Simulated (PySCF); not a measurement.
Start geometry of `C=C/C=C/F` from GFN2-xTB (Å):
```
atom  x, y, z in Å
C1    -1.8133    0.3999    0.0466
C2    -0.6096    0.0075    0.4499
C3     0.5517   -0.0009   -0.4083
C4     1.7489   -0.3960    0.0061
F5     2.8163   -0.3959   -0.8077
H6    -2.6631    0.3965    0.7063
H7    -1.9881    0.7388   -0.9611
H8    -0.4545   -0.3292    1.4663
H9     0.4247    0.3312   -1.4289
H10    1.9960   -0.7472    0.9978
```

**Question.** What comes out of this run: PBE0-D3(BJ)/def2-TZVP geometry optimisation, gas phase in PySCF?

**Answer.** 
```
atom  x, y, z in Å
C1    -1.7876   -0.4131   -0.2677
C2    -0.6097   -0.2512    0.3330
C3     0.5704    0.2755   -0.3141
C4     1.7226    0.4218    0.3272
F5     2.8111    0.9059   -0.2732
H6    -2.6413   -0.8152    0.2629
H7    -1.9316   -0.1484   -1.3099
H8    -0.5064   -0.5283    1.3798
H9     0.5131    0.5604   -1.3604
H10    1.8987    0.1720    1.3679
```

The energy falls by 0.008 eV over 9 energy and gradient evaluations, the largest force component goes from 0.0065 to 1.9e-04 Eh/bohr, and the atoms move by 0.021 Å rms after alignment. Among the bonds, C4–F5, C1–H6 and C1–H7 change most and about equally (-0.008 to +0.007 Å). Bonds longer at the end by more than 0.005 Å: 4 of 9; shorter: 1. Rotational constants go from 34794, 2190, 2060 to 35219, 2186, 2058 MHz. The orientation of the end geometry is arbitrary; only internal coordinates are fixed.

The run used 185 basis functions and 69 SCF cycles in all. Hardware: one thread of an Intel Xeon 6975P-C, no GPU, shared host. Cost: 48 s of wall time, 0.77 GiB resident at most.

Whether it is a minimum is left open (no frequencies). One conformer, not necessarily the lowest.
